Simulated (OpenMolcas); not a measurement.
# FNO-MP2/cc-pVTZ (RICD fitting, virtual fraction 0.4) run of H3O+ (oxonium)

Aim: the energy change on altering one bond length of H3O+ (oxonium) at FNO-MP2/cc-pVTZ (RICD fitting, virtual fraction 0.4), from 2 runs. 

The results are computed with OpenMolcas 26.06.

## Step 1: The structure to begin with

The species is H3O+ (4 atoms), meant as a singlet with charge +1. As SMILES, `[OH3+]`. The coordinates come from a GFN2-xTB relaxation.

Bond lengths: O1–H2 0.983 Å, O1–H3 0.983 Å, O1–H4 0.984 Å. Angles: H2–O1–H3 112.0°, H2–O1–H4 112.0°, H3–O1–H4 112.0°.

## Step 2: The energy at FNO-MP2/cc-pVTZ (RICD fitting, virtual fraction 0.4)

job.inp

```
&GATEWAY
  BASLIB=$CurrDir
  COORD
  4
  angstrom
  O        0.196050      -0.061020      -0.056900
  H        0.214230       0.919440       0.016470
  H       -0.413410      -0.366620      -0.765680
  H        0.003130      -0.491800       0.806120
  BASIS=cc-pVTZ
  GROUP=NoSym
  RICD

&SEWARD

&SCF
  CHARGE=1
  PRORBITALS=0

&MBPT2
  FNOMP2=0.4
  DOMP2
  FROZEN=1
```

The basis set cc-pVTZ is read from a file made from the Basis Set Exchange's data (not shown).

The run is started by

```console
$ export MOLCAS_MEM=1860
$ pymolcas job.inp > job.log
```

What it wrote:

```text
--- Start Module: gateway ---
[...]
--- Stop Module: gateway /rc=_RC_ALL_IS_WELL_ ---
[...]
      Basis functions           72
[...]
--- Start Module: scf ---
[...]
       Convergence after  12 Iterations
[...]
::    Total SCF energy                                -76.3385283575
[...]
      Total spin, S                                     0.0000000000
[...]
      Total electronic charge=   10.000000
      Total            charge=    1.000000
[...]
      Dipole Moment (debye):
      Origin of the operator (angstrom)=    0.1545   -0.0481   -0.0448
                   X= -1.5766E+00               Y=  4.9064E-01               Z=  4.5766E-01           Total=  1.7134E+00
      Center of Charge (angstrom)
[...]
--- Stop Module: scf /rc=_RC_ALL_IS_WELL_ ---
--- Start Module: mbpt2 ---
[...]
WARNING!
Default frozen orbitals as non valence orbitals is overwritten by user input.
Default values:   1
[...]
       Reference weight ( Cref**2 )         =        0.94894
::    Total MBPT2 energy                              -76.5849998669
[...]
--- Stop Module: mbpt2 /rc=_RC_ALL_IS_WELL_ ---
[...]
```

Run time: 2.2 s. Hardware: 1 thread of Arm Neoverse V2, shared host; peak memory 0.17 GiB.

## Step 3: The distorted shape at the same level

job.input

```
>>> EXPORT MOLCAS_PRINT=2
&GATEWAY
BasLib=$CurrDir
Coord
4
angstrom
O        0.348396       0.015371       0.120273
H        0.366576       0.995831       0.193643
H       -0.413410      -0.366620      -0.765680
H        0.155476      -0.415409       0.983293
Basis=cc-pVTZ
Group=NoSym
RICD
&SEWARD
&SCF
Charge=1
PrOrbitals=0
&MBPT2
FNOMP2=0.4
DoMP2
Frozen=1
```

The basis set cc-pVTZ is read from a file made from the Basis Set Exchange's data (not shown).

The run is started by

```console
$ export MOLCAS_MEM=1860
$ pymolcas job.input > job.log
```

What it wrote:

```text
--- Start Module: gateway ---
[...]
--- Stop Module: gateway /rc=_RC_ALL_IS_WELL_ ---
[...]
      Basis functions           72
[...]
--- Start Module: scf ---
[...]
       Convergence after  13 Iterations
[...]
::    Total SCF energy                                -76.2986657535
[...]
      Total spin, S                                     0.0000000000
[...]
      Total electronic charge=   10.000000
      Total            charge=    1.000000
[...]
      Dipole Moment (debye):
      Origin of the operator (angstrom)=    0.2988    0.0243    0.1229
                   X= -2.0236E+00               Y=  2.2916E-01               Z= -1.2892E-01           Total=  2.0406E+00
      Center of Charge (angstrom)
[...]
--- Stop Module: scf /rc=_RC_ALL_IS_WELL_ ---
--- Start Module: mbpt2 ---
[...]
WARNING!
Default frozen orbitals as non valence orbitals is overwritten by user input.
Default values:   1
[...]
       Reference weight ( Cref**2 )         =        0.94330
::    Total MBPT2 energy                              -76.5522499223
[...]
--- Stop Module: mbpt2 /rc=_RC_ALL_IS_WELL_ ---
[...]
```

It took 2.2 s on 1 thread of Arm Neoverse V2, shared host; peak memory 0.17 GiB.

## Step 4: Summary of results

At FNO-MP2/cc-pVTZ (RICD fitting, virtual fraction 0.4), 1 core orbital frozen:

| quantity | value |
| --- | --- |
| first shape: total energy | -76.58500 Eh |
| first shape: HOMO energy (Hartree–Fock orbitals) | -25.92 eV |
| first shape: LUMO energy (Hartree–Fock orbitals) | -3.96 eV |
| first shape: HOMO–LUMO gap (Hartree–Fock orbitals) | 21.96 eV |
| first shape: correlation energy (1 core orbital frozen) | -246.5 mEh |
| distorted shape: total energy | -76.55225 Eh |
| distorted shape: HOMO energy (Hartree–Fock orbitals) | -25.06 eV |
| distorted shape: LUMO energy (Hartree–Fock orbitals) | -4.91 eV |
| distorted shape: HOMO–LUMO gap (Hartree–Fock orbitals) | 20.14 eV |
| distorted shape: correlation energy (1 core orbital frozen) | -253.6 mEh |
| energy change with the O1–H3 bond stretched from 0.983 to 1.229 Å | 0.891 eV |

**Reading.** With the O1–H3 bond stretched from 0.983 to 1.229 Å the energy rises by 0.89 eV (86.0 kJ/mol). The first shape isn't relaxed at this level, so the change isn't measured from a minimum.
